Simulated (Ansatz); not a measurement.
**C4H7Cl: one species, many methods**

An exercise on one series of results from a longer session: the logs are not shown, and one member is left open.

Computed with Ansatz 0.2.0, Gaussian basis. Level: functionals in def2-TZVPP, the program's frozen cores in correlated methods.

Plan: LDA (SPW92), PBE-D4, revPBE-D4, BLYP-D4, r2SCAN-D4, B97M-V, PBE0-D4, B3LYP-D4, r2SCANh-D4, r2SCAN0-D4, HSE06-D4, BHLYP-D4, CAM-B3LYP-D4, LC-ωPBE, ωB97X-V, ωB97M-V, B2PLYP, PBE-QIDH; CCSD(T)/def2-SVP; CCSD(T)/def2-TZVPP; MP2/def2-QZVPP; extrapolation to the limit; RPA on PBE.

## Structure used throughout

An earlier PBE0-D4 in a triple-zeta def2 set relaxation fixed the geometry.

SMILES `C=C(Cl)CC`, 12 atoms, charge 0, spin multiplicity 1.

Atoms are counted from 1 here; the program's logs count them from 0.

Bond lengths: C1–C2 1.324 Å, C1–H6 1.082 Å, C1–H7 1.084 Å, C2–Cl3 1.741 Å, C2–C4 1.492 Å, C4–C5 1.523 Å, C4–H8 1.093 Å, C4–H9 1.095 Å, C5–H10 1.092 Å, C5–H11 1.091 Å, C5–H12 1.092 Å. Angles: C2–C1–H6 122.2°, C2–C1–H7 119.5°, H6–C1–H7 118.4°, C1–C2–Cl3 119.6°, C1–C2–C4 126.0°, Cl3–C2–C4 114.4°, C2–C4–C5 113.6°, C2–C4–H8 107.5°, C2–C4–H9 108.6°, C5–C4–H8 110.2°, C5–C4–H9 109.6°, H8–C4–H9 107.1°, C4–C5–H10 110.4°, C4–C5–H11 111.1°, C4–C5–H12 110.9°, H10–C5–H11 108.1°, H10–C5–H12 108.3°, H11–C5–H12 108.1°.

The first run:

The input, in.yaml:

```yaml
crystal:
  periodic: [false, false, false]
  atoms:
    - {symbol: C, position_ang: [-1.780344, 0.846197, 0.254668]}
    - {symbol: C, position_ang: [-0.515573, 0.788619, -0.131505]}
    - {symbol: Cl, position_ang: [0.450898, 2.236461, -0.129221]}
    - {symbol: C, position_ang: [0.209038, -0.434295, -0.585323]}
    - {symbol: C, position_ang: [1.347759, -0.846957, 0.338398]}
    - {symbol: H, position_ang: [-2.242787, 1.769401, 0.576429]}
    - {symbol: H, position_ang: [-2.380613, -0.055893, 0.250096]}
    - {symbol: H, position_ang: [-0.524275, -1.241650, -0.663683]}
    - {symbol: H, position_ang: [0.600196, -0.255570, -1.592580]}
    - {symbol: H, position_ang: [1.841553, -1.742833, -0.042835]}
    - {symbol: H, position_ang: [2.095388, -0.056103, 0.417257]}
    - {symbol: H, position_ang: [0.975658, -1.062479, 1.342298]}
basis:
  gaussian: {orbitals: def2-TZVPP}
hamiltonian: {xc: lda}
output: {orbitals: {seedname: orbitals}}
```

Run with:

```
ansatz run in.yaml --threads 4 --pin off --events-out ev --progress --plain --max-ram 10444MiB
```

Steps of the session up to this table: LDA; PBE-D4 (GGA); revPBE-D4 (GGA); BLYP-D4 (GGA); r2SCAN-D4 (meta-GGA); B97M-V (meta-GGA); PBE0-D4 (hybrid); B3LYP-D4 (hybrid); r2SCANh-D4 (hybrid); r2SCAN0-D4 (hybrid); HSE06-D4 (hybrid); BHLYP-D4 (hybrid); CAM-B3LYP-D4 (range-separated); LC-ωPBE (range-separated); ωB97X-V (range-separated); ωB97M-V (range-separated); B2PLYP (double hybrid); PBE-QIDH (double hybrid).

One table of the session follows, with a row left open; its other results are not shown here.

It belongs to the step «Orbital energies across the functionals». 

| functional | HOMO (eV) | gap (eV) |
| --- | --- | --- |
| LDA (SPW92) | -6.29 | 5.03 |
| PBE-D4 | -6.12 | 5.09 |
| revPBE-D4 | -6.06 | 5.11 |
| BLYP-D4 | -5.96 | 5.05 |
| r2SCAN-D4 | -6.34 | 5.52 |
| B97M-V | -6.38 | 5.63 |
| PBE0-D4 | -7.28 | 7.24 |
| B3LYP-D4 | -7.05 | 6.77 |
| r2SCANh-D4 | ? | ? |
| r2SCAN0-D4 | -7.42 | 7.51 |
| HSE06-D4 | -6.88 | 6.46 |
| BHLYP-D4 | -8.28 | 9.33 |
| CAM-B3LYP-D4 | -8.60 | 9.68 |
| LC-ωPBE | -9.98 | 12.24 |
| ωB97X-V | -9.60 | 11.77 |
| ωB97M-V | -9.48 | 11.52 |

Q: Estimate the row for r2SCANh-D4 from the others.

Worked estimate for «HOMO (eV)». Against the share of exact exchange, r2SCAN-D4 (0, -6.34), r2SCAN0-D4 (0.25, -7.42) give a slope of -4.32 per unit share; at 0.1 the line stands at -6.77.

**Answer.** HOMO (eV): -6.77; gap (eV): 6.32. In «HOMO (eV)» the line misses by 0.00.
